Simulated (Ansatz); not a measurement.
C2H4O2S, SMILES `O=C(O)CS`. The species carries charge 0 and has multiplicity 1. All single points use the PBE0-D4/def2-TZVP geometry. It is one conformer, not always the lowest.

```xyz
9

O     0.700    1.837    0.109
C     0.144    0.789    0.279
O    -0.090    0.272    1.498
C    -0.374   -0.108   -0.808
S     0.674   -1.571   -1.023
H     0.294    0.885    2.140
H    -0.330    0.436   -1.749
H    -1.402   -0.408   -0.607
H     0.385   -2.133    0.161
```

Q: What is the dipole moment at ωB97M-V/def2-TZVPP? (Best estimate.)

A: The calculation gave: 2.10 D, with components (-1.45, -0.91, 1.22) D in this frame, pointing from negative to positive charge.

Q: And with PBE, r2SCAN, B3LYP? (Estimate.)

A: Computed: PBE 2.07 D, r2SCAN 2.16 D, B3LYP 2.10 D.

Q: Give the Mulliken charges with ωB97M-V, PBE, B3LYP in def2-TZVPP. (Best estimate.)

A: The calculation gave: 
```json
{"atom": "O1", "ωB97M-V": "-0.31", "PBE": "-0.25", "B3LYP": "-0.29"}
{"atom": "C2", "ωB97M-V": "0.31", "PBE": "0.21", "B3LYP": "0.29"}
{"atom": "O3", "ωB97M-V": "-0.27", "PBE": "-0.23", "B3LYP": "-0.28"}
{"atom": "C4", "ωB97M-V": "-0.20", "PBE": "-0.11", "B3LYP": "-0.13"}
{"atom": "S5", "ωB97M-V": "-0.14", "PBE": "-0.18", "B3LYP": "-0.16"}
{"atom": "H6", "ωB97M-V": "0.20", "PBE": "0.21", "B3LYP": "0.21"}
{"atom": "H7", "ωB97M-V": "0.14", "PBE": "0.12", "B3LYP": "0.13"}
{"atom": "H8", "ωB97M-V": "0.14", "PBE": "0.12", "B3LYP": "0.12"}
{"atom": "H9", "ωB97M-V": "0.12", "PBE": "0.12", "B3LYP": "0.11"}
```

B3LYP here is the variant with VWN-RPA as its local correlation; programs differ in this.
